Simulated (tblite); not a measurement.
Isomers of C4H12P2. Computed with GFN2-xTB (tblite): harmonic, unscaled wavenumbers at the GFN2-xTB geometry, gas phase. This tight-binding method is rough: wavenumbers can miss measured ones by several per cent, in bad cases by 10 to 20. Modes of hydrogen on phosphorus can be 10 to 20 % off. One conformer each.

Electronic energies: GFN2-xTB at the same geometries; isomer energies are rough at this level and their order can be wrong.

```json
{"SMILES": "CC(C)PCP", "electronic energy, lowest = 0 (kcal/mol)": "20.0"}
{"SMILES": "CPCP(C)C", "electronic energy, lowest = 0 (kcal/mol)": "18.1"}
{"SMILES": "CC(C)(C)PP", "electronic energy, lowest = 0 (kcal/mol)": "0.0"}
{"SMILES": "CC(C)P(C)P", "electronic energy, lowest = 0 (kcal/mol)": "3.5"}
{"SMILES": "C=[P@@](C)(P)CC", "electronic energy, lowest = 0 (kcal/mol)": "43.5"}
{"SMILES": "CP(C)P(C)C", "electronic energy, lowest = 0 (kcal/mol)": "5.8"}
```

Question: How do GFN2-xTB zero-point energies change the relative energies?

Answer: 
```tsv
SMILES	ZPE (kcal/mol)	of it from modes above 1550 cm⁻¹	electronic (kcal/mol)	with ZPE, lowest = 0 (kcal/mol)	lowest mode (cm⁻¹)	rings
CC(C)(C)PP	92.3	48.4	0.0	0.0	60	0
CC(C)P(C)P	92.8	49.4	3.5	4.1	50	0
CP(C)P(C)C	93.4	51.5	5.8	6.9	40	0
CPCP(C)C	92.1	50.2	18.1	17.9	39	0
CC(C)PCP	91.7	48.1	20.0	19.4	50	0
C=[P@@](C)(P)CC	89.9	49.3	43.5	41.1	35	0
```

The zero-point energies span 3.5 kcal/mol, from `C=[P@@](C)(P)CC` to `CP(C)P(C)C`. The order is unchanged.

Question: What do entropy and thermal enthalpy add at 298.15 K and 1 bar (rigid rotor, harmonic oscillator, one conformer each)?

Answer: 
| SMILES | point group | symmetry number | S (cal/(mol K)) | H − H(0) (kcal/mol) | ZPE + H − H(0) − TS (kcal/mol) |
| --- | --- | --- | --- | --- | --- |
| CC(C)(C)PP | C1 | 1 | 93.0 | 6.52 | 71.1 |
| CC(C)P(C)P | C1 | 1 | 96.1 | 6.83 | 71.0 |
| CP(C)P(C)C | C2h | 2 | 98.2 | 7.26 | 71.3 |
| CPCP(C)C | C1 | 1 | 98.7 | 6.96 | 69.6 |
| CC(C)PCP | C1 | 1 | 96.8 | 6.68 | 69.5 |
| C=[P@@](C)(P)CC | C1 | 1 | 99.5 | 7.23 | 67.5 |
